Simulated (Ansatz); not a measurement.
Molecule: singlet silylene, SiH2 (charge 0, singlet). 
Geometry from a B3LYP-D3(BJ)/def2-TZVP (Ansatz, a first-principles code) optimisation:
```
Si
H 1 1.5232
H 1 1.5232 2 91.51
```

Basis-set convergence of Hartree-Fock and CCSD(T) correlation energies (hartree) with Ansatz. Valence correlation only, unless marked. No spin-orbit coupling. No relativistic terms.

The Hartree-Fock reference is unstable (checked in the largest basis), which strains HF and MP2. 

```tsv
basis	functions	E(HF)	E(corr, CCSD(T))
aug-cc-pV(D+d)Z	50	-290.02264	-0.12530
aug-cc-pV(T+d)Z	101	-290.03199	-0.14238
aug-cc-pV(Q+d)Z	181	-290.03462	-0.14697
```

Extrapolating the two largest sets (X = 3 and 4) as X^-3: E(corr) = (64·(-0.14697) - 27·(-0.14238))/37 = -0.1503 Eh, an estimate of the basis-set limit. The largest set recovers 97.8 % of it, the smallest 83.4 %.
